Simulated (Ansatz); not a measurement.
# C4H8 (singlet): from Hartree-Fock to the top rungs, 6-31G*

One table from this session's results is given with a row withheld; the runs are named, their logs left out.

Program: Ansatz 0.2.0, Gaussian basis. Level of theory: 6-31G*, core rule «outside noble gas», up to 4 orbitals frozen. These are calculated values, not measurements.

The runs, in order: UHF; CCSD(T) on RHF; BCCD(T) on RHF; CISD; CCSDT(Q) on RHF; CASSCF and MRCISD+Q, 8 electrons in 8 orbitals; CASSCF and NEVPT2, 8 electrons in 8 orbitals.

19 further runs of the same task are left out: 2 that didn't finish, 17 set aside as unsound or not needed.

## The geometry

The geometry is an MP2(full)/6-31G* stationary point (not a proven minimum).

12 atoms, charge 0, spin multiplicity 1.

Atoms are counted from 1 here; the program's logs count them from 0.

Bond lengths: C1–C2 1.339 Å, C1–H3 1.086 Å, C1–H4 1.086 Å, C2–C5 1.502 Å, C2–C9 1.502 Å, C5–H6 1.093 Å, C5–H7 1.096 Å, C5–H8 1.096 Å, C9–H10 1.093 Å, C9–H11 1.096 Å, C9–H12 1.096 Å. Angles: C2–C1–H3 121.6°, C2–C1–H4 121.6°, H3–C1–H4 116.7°, C1–C2–C5 122.1°, C1–C2–C9 122.1°, C5–C2–C9 115.8°, C2–C5–H6 111.6°, C2–C5–H7 110.8°, C2–C5–H8 110.8°, H6–C5–H7 108.3°, H6–C5–H8 108.3°, H7–C5–H8 106.9°, C2–C9–H10 111.6°, C2–C9–H11 110.8°, C2–C9–H12 110.8°, H10–C9–H11 108.3°, H10–C9–H12 108.3°, H11–C9–H12 106.9°.

Set-up of the first run:

The input, in.yaml:

```yaml
crystal:
  periodic: [false, false, false]
  atoms:
    - {symbol: C, position_ang: [0.000000, 0.000000, 1.435341]}
    - {symbol: C, position_ang: [0.000000, 0.000000, 0.096122]}
    - {symbol: H, position_ang: [0.000000, 0.924302, 2.004943]}
    - {symbol: H, position_ang: [0.000000, -0.924302, 2.004943]}
    - {symbol: C, position_ang: [0.000000, 1.272683, -0.702269]}
    - {symbol: H, position_ang: [0.000000, 2.153042, -0.055054]}
    - {symbol: H, position_ang: [0.880211, 1.323542, -1.353058]}
    - {symbol: H, position_ang: [-0.880211, 1.323542, -1.353058]}
    - {symbol: C, position_ang: [0.000000, -1.272683, -0.702269]}
    - {symbol: H, position_ang: [0.000000, -2.153042, -0.055054]}
    - {symbol: H, position_ang: [-0.880211, -1.323542, -1.353058]}
    - {symbol: H, position_ang: [0.880211, -1.323542, -1.353058]}
basis:
  gaussian: {orbitals: "6-31G*"}
magnetization: {spin_polarized: true, initial_magnetization: 0}
hamiltonian: {xc: hf}
output: {orbitals: {seedname: orbitals}}
```

Command:

```console
$ ansatz run in.yaml --threads 1 --pin off --events-out ev --progress --plain --max-ram 4160MiB --backend cpu
```

Among the steps run: UHF; CCSD(T) on RHF; BCCD(T) on RHF; CISD; CCSDT(Q) on RHF; CASSCF and MRCISD+Q, 8 electrons in 8 orbitals; CASSCF and NEVPT2, 8 electrons in 8 orbitals.

One of the session's tables, all rows but one given; the rest of the session is left out.

It belongs to the step «Misses and costs». 

```
           method  from RCCSDT(Q) (kJ/mol)
              RHF                  +1541.1
             RMP2                   +182.3
             CISD                   +262.5
            RCCSD                    +53.3
         RCCSD(T)                        ?
          BCCD(T)                     +4.7
           RCCSDT                     +2.4
        RCCSDT(Q)                        0
  CASSCF frontier                  +1290.0
  NEVPT2 frontier                   +197.5
  MRCISD frontier                   +185.4
MRCISD+Q frontier                    +33.8
```

**Question.** Estimate the row for RCCSD(T).

**Answer.** from RCCSDT(Q) (kJ/mol): +4.9. In the column «from RCCSDT(Q) (kJ/mol)» it lies between BCCD(T) (+4.7) and MRCISD+Q frontier (+33.8).
